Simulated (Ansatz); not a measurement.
in.yaml

```yaml
crystal:
  periodic: [false, false, false]
  atoms:
    - {symbol: Si, position_ang: [0.000000, 0.000000, 2.027645]}
    - {symbol: Al, position_ang: [0.000000, 0.000000, -0.305822]}
    - {symbol: H, position_ang: [0.000000, 0.000000, -1.721822]}
basis:
  gaussian: {orbitals: 6-31G}
magnetization: {spin_polarized: true, initial_magnetization: 2}
correlation: {method: ccsdt_q, electrons: outside_noble_gas}
```

```sh
$ ansatz run in.yaml --threads 1 --pin off --events-out ev --progress --plain --max-ram 2393MiB
```

Log:

```
540 factors; integrals over basis functions are off by at most 2.2e-7 eV
mean field evaluation 1: about -14456.3222 eV, gradient 5.5e0 eV
mean field evaluation 2: about -14456.3263 eV, gradient 5.5e0 eV
mean field evaluation 4: about -14456.7315 eV, gradient 6.8e-1 eV
mean field evaluation 8: about -14456.7400 eV, gradient 5.2e-3 eV
mean field evaluation 16: about -14456.7338 eV, gradient 1.9e-1 eV
mean field evaluation 32: about -14456.2535 eV, gradient 5.0e0 eV
mean field evaluation 64: about -14454.4763 eV, gradient 6.2e-1 eV
mean field evaluation 96: about -14451.7494 eV, gradient 9.1e0 eV
mean field evaluation 128: about -14452.1737 eV, gradient 1.8e0 eV
mean field evaluation 160: about -14453.3105 eV, gradient 2.3e0 eV
mean field evaluation 192: about -14454.8817 eV, gradient 3.7e0 eV
mean field evaluation 224: about -14455.5953 eV, gradient 5.7e-2 eV
mean field -14456.74003313 eV, -531.2753970871 hartree, gradient 2.6e-6 eV, S^2 2.007755; 9 other end points of the search recorded, 0 dependent functions left out
determinant -14456.74003313 eV, -531.2753970871 hartree, with singles and doubles -14458.93090145 eV, -531.3559100129 hartree
determinant -14455.60365376 eV, -531.2336359157 hartree, with singles and doubles -14457.69517285 eV, -531.3104978244 hartree
determinant -14454.48806477 eV, -531.1926387765 hartree, with singles and doubles -14456.37098003 eV, -531.2618346360 hartree
determinant -14453.72788304 eV, -531.1647026130 hartree, with singles and doubles -14455.56618770 eV, -531.2322590634 hartree
determinant -14453.51921634 eV, -531.1570342533 hartree, with singles and doubles -14456.04952083 eV, -531.2500212284 hartree
determinant -14453.44478080 eV, -531.1542987978 hartree, with singles and doubles -14455.64375082 eV, -531.2351094555 hartree
10 core orbitals not correlated: weight in the atoms' cores, before any rotation towards them, 1.000 or more for the frozen orbitals, at most 0.000 for the correlated occupied ones
reference -14456.74003313 eV, -531.2753970871 hartree; 5, 3 occupied and 13, 15 virtual orbitals, 540 factors
second order -1.62064915 eV of doubles, -0.00000000 eV of singles
cycle   1  -1.97763634 eV  change   -3.6e-1 eV  update   8.2e-2
cycle   2  -2.21363653 eV  change   -2.4e-1 eV  update   4.0e-2
cycle   3  -2.28332351 eV  change   -7.0e-2 eV  update   2.0e-2
cycle   4  -2.28713782 eV  change   -3.8e-3 eV  update   7.3e-3
cycle   5  -2.28648344 eV  change    6.5e-4 eV  update   2.7e-3
cycle   6  -2.28627750 eV  change    2.1e-4 eV  update   1.3e-3
cycle   7  -2.28594999 eV  change    3.3e-4 eV  update   4.5e-4
cycle   8  -2.28610921 eV  change   -1.6e-4 eV  update   2.0e-4
cycle   9  -2.28616643 eV  change   -5.7e-5 eV  update   9.8e-5
cycle  10  -2.28610337 eV  change    6.3e-5 eV  update   4.8e-5
cycle  11  -2.28610305 eV  change    3.2e-7 eV  update   2.8e-5
cycle  12  -2.28609911 eV  change    3.9e-6 eV  update   1.7e-5
cycle  13  -2.28611351 eV  change   -1.4e-5 eV  update   8.0e-6
cycle  14  -2.28611493 eV  change   -1.4e-6 eV  update   3.2e-6
cycle  15  -2.28611315 eV  change    1.8e-6 eV  update   1.5e-6
cycle  16  -2.28611216 eV  change    9.9e-7 eV  update   6.3e-7
perturbative correction -0.00573966 eV, -0.0002109288 hartree
Total energy: -14459.03188495 eV, -531.3596210882 hartree
```

For the same geometry and basis full CI lies 0.8 meV lower.

Ran on 1 thread of Arm Neoverse V1, shared host: 3.2 s wall, 0.1 GiB peak host memory.
